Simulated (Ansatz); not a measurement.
Species: C$_{2}$H$_{2}$F (charge 0, doublet). It need not be the lowest isomer of its formula. 
Structure (B3LYP-D3(BJ)/def2-TZVP (Ansatz, a first-principles code) minimum search):
```
C
C 1 1.3099
F 2 1.3111 1 130.21
H 1 1.0791 2 120.12 3 180.00
H 1 1.0866 4 119.16 2 -180.00
```
Charge 0, spin multiplicity 2.

Basis-set convergence of Hartree-Fock and MP2 correlation energies (hartree) with Ansatz. Valence correlation only, unless marked. UHF or UKS for open shells. Spin-orbit coupling is left out. Non-relativistic.

The UHF reference is spin-contaminated (<S^2> 0.18 over the pure value in the largest basis). 

| basis | functions | E(HF) | E(corr, MP2) |
|---|---|---|---|
| cc-pVDZ | - | -176.24992 | -0.41072 |
| cc-pVTZ | 118 | [?] | [?] |

What belongs in the gaps?


- cc-pVTZ, E(HF): -176.30673
- cc-pVTZ, E(corr, MP2): -0.52699
